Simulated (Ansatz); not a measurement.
Input file:

```yaml
crystal:
  periodic: [false, false, false]
  atoms:
    - {symbol: O, position_ang: [0.000000, -1.068031, -0.912929]}
    - {symbol: Ge, position_ang: [0.000000, 0.103335, 0.783661]}
    - {symbol: Si, position_ang: [0.000000, 0.382114, -1.568288]}
    - {symbol: H, position_ang: [0.000000, -1.141224, 1.713723]}
basis:
  gaussian: {orbitals: cc-pVTZ}
total_charge: 1
magnetization: {spin_polarized: false, initial_magnetization: 2}
correlation: {method: ccsd_t, electrons: outside_noble_gas}
output: {forces: true}
```

```sh
$ ansatz run in.yaml --threads 2 --pin off --events-out ev --progress --plain --max-ram 24576MiB --backend cuda --devices 0, --max-vram 18GiB
```

Output:

```
755 factors; integrals over basis functions are off by at most 1.1e-3 eV
mean field evaluation 1: about -66368.1138 eV, gradient 7.7e1 eV
mean field evaluation 2: about -66368.1235 eV, gradient 7.7e1 eV
mean field evaluation 4: about -66378.7703 eV, gradient 2.7e1 eV
mean field evaluation 8: about -66381.3786 eV, gradient 7.8e-1 eV
mean field evaluation 16: about -66329.7173 eV, gradient 1.3e2 eV
mean field evaluation 32: about -66379.5160 eV, gradient 9.7e-7 eV
mean field evaluation 64: about -66381.3828 eV, gradient 1.3e-4 eV
mean field evaluation 96: about -66379.5160 eV, gradient 2.3e-4 eV
mean field evaluation 128: about -66379.4557 eV, gradient 2.5e0 eV
mean field evaluation 160: about -66380.4438 eV, gradient 2.7e0 eV
...
mean field evaluation 960: about -66374.9686 eV, gradient 3.6e0 eV
mean field evaluation 992: about -66379.5160 eV, gradient 1.3e-6 eV
mean field -66381.38277310 eV, -2439.4708219941 hartree, gradient 2.4e-6 eV, S^2 2.000000; 15 other end points of the search recorded, 0 dependent functions left out
mean field evaluation 1024: about -66381.5986 eV, gradient 1.5e-1 eV
mean field evaluation 1056: about -66378.1482 eV, gradient 2.9e0 eV
mean field evaluation 1088: about -66376.9095 eV, gradient 9.4e0 eV
determinant -66381.38277310 eV, -2439.4708219941 hartree, with singles and doubles -66392.95027995 eV, -2439.8959200300 hartree
determinant -66380.36036779 eV, -2439.4332492920 hartree, with singles and doubles -66391.97592656 eV, -2439.8601132035 hartree
determinant -66380.29231441 eV, -2439.4307483763 hartree, with singles and doubles -66392.48847132 eV, -2439.8789488761 hartree
determinant -66380.03828315 eV, -2439.4214128997 hartree, with singles and doubles -66391.71076798 eV, -2439.8503688052 hartree
determinant -66379.51600779 eV, -2439.4022196342 hartree, with singles and doubles -66390.34729682 eV, -2439.8002621645 hartree
determinant -66377.95333648 eV, -2439.3447925231 hartree, with singles and doubles -66388.77051684 eV, -2439.7423165689 hartree
determinant -66381.38277310 eV, -2439.4708219941 hartree, with singles and doubles -66392.86736094 eV, -2439.8928728128 hartree
determinant -66380.29231441 eV, -2439.4307483763 hartree, with singles and doubles -66392.75802763 eV, -2439.8888548875 hartree
20 core orbitals not correlated: weight in the atoms' cores, before any rotation towards them, 0.998 or more for the frozen orbitals, at most 0.002 for the correlated occupied ones
reference -66381.38277310 eV, -2439.4708219941 hartree; 8, 6 occupied and 93, 95 virtual orbitals, 755 factors
second order -10.99522114 eV of doubles, -0.06527107 eV of singles
cycle   1  -11.48458356 eV  change    4.3e-6 eV  update   4.6e-6
cycle   2  -11.48458600 eV  change   -2.4e-6 eV  update   3.2e-6
cycle   3  -11.48458581 eV  change    1.9e-7 eV  update   2.5e-6
cycle   4  -11.48458570 eV  change    1.1e-7 eV  update   9.3e-7
cycle   5  -11.48458605 eV  change   -3.5e-7 eV  update   5.6e-7
perturbative correction -0.60621621 eV, -0.0222780348 hartree
the calculation of the forces begins
Total energy: -66393.47357536 eV, -2439.9151507817 hartree
Atom 0 at     0.000000    -1.068031    -0.912929 Å, force    -0.000000     1.004960     0.065302 eV/Å
Atom 1 at     0.000000     0.103335     0.783661 Å, force    -0.000000    -1.312723     0.933831 eV/Å
Atom 2 at     0.000000     0.382114    -1.568288 Å, force     0.000000    -0.142959    -1.389423 eV/Å
Atom 3 at     0.000000    -1.141224     1.713723 Å, force    -0.000000     0.450722     0.390290 eV/Å
Dipole moment:    -0.000000     0.438280    -0.319872 e Å
```

Forces (eV/Å):
```
O    0.000  1.005  0.065
Ge   0.000 -1.313  0.934
Si   0.000 -0.143 -1.389
H    0.000  0.451  0.390
```

Ran on 2 threads of AMD EPYC 7R13 with a shared H100 80 GB, shared host: 41 s wall, 1.1 GiB peak host memory.
